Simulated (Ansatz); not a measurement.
# Forms of CH$_{3}$Al and their order

Ansatz 0.2.0, basis cc-pVDZ; geometries are PBE0/def2-TZVP minima. Wave-function levels freeze the cores; HF, MP2 and coupled cluster are restricted for singlets and unrestricted otherwise, Kohn–Sham unrestricted where that lies lower. The reference is CCSDT(Q) (coupled cluster only where its series has nearly closed). Semilocal and hybrid functionals correlate all electrons outside any core potential and usually lie nearer their basis limit than the reference, so part of their error here is the reference's basis and frozen-core error; RPA and the MP2 part of double hybrids freeze the same cores as the reference. None of these values is a measured one. Energies are electronic, without zero-point terms. The set is small: such energies can lie up to about 0.3 eV from the limit, spin gaps mostly less, so near ties and functionals' places can change in larger sets. No spin–orbit coupling and no scalar relativity. The species are chosen: bound, without strong static correlation by their natural occupations or amplitudes, and with a ladder that closes on the reference, so errors are smaller than for species at large; levels whose determinant breaks symmetry or spin markedly are left out.

A. singlet; C–Al 1.988, C–H 1.098, angles at C 107/112°. Coordinates (Å): Al -0.741 0.006 0.005; C 1.247 -0.011 -0.008; H 1.646 -1.034 -0.006; H 1.666 0.500 0.869; H 1.654 0.491 -0.897
B. triplet; C–Al 1.889, Al–H 1.584, C–H 1.082, angles at C 180°, angles at Al 119/122°. Coordinates (Å): Al 0.000 0.000 0.574; C 0.000 0.000 -1.315; H 0.000 1.382 1.348; H 0.000 -1.382 1.348; H 0.000 0.000 -2.397
C. triplet; C–Al 2.001, C–H 1.089/1.094, angles at C 105/109/111°. Coordinates (Å): Al 0.001 0.000 0.742; C 0.005 0.000 -1.260; H -1.051 0.000 -1.548; H 0.483 0.900 -1.646; H 0.483 -0.900 -1.646

Q: From bonding and spin, estimate the order of these in energy at CCSDT(Q), each at its own geometry.

A: At CCSDT(Q), above the lowest of those listed: A (0.0 kJ/mol), C (192.7 kJ/mol), B (294.9 kJ/mol).

| level | C less A (kJ/mol) | B less A (kJ/mol) |
| --- | --- | --- |
| CCSDT(Q) | 192.7 | 294.9 |
| MP2 | 175.8 | 297.1 |
| CCSD | 193.0 | 288.6 |
| CCSD(T) | 193.0 | 295.0 |
| CCSDT | 192.7 | 294.5 |
| PBE | 177.2 | 310.7 |
| B3LYP | 194.5 | 295.1 |
| wB97M-V | 219.6 | 308.8 |
| B2PLYP | 192.9 | 296.5 |

Every level shown puts the same form lowest.

The geometries are PBE0's, not this basis's own minima.
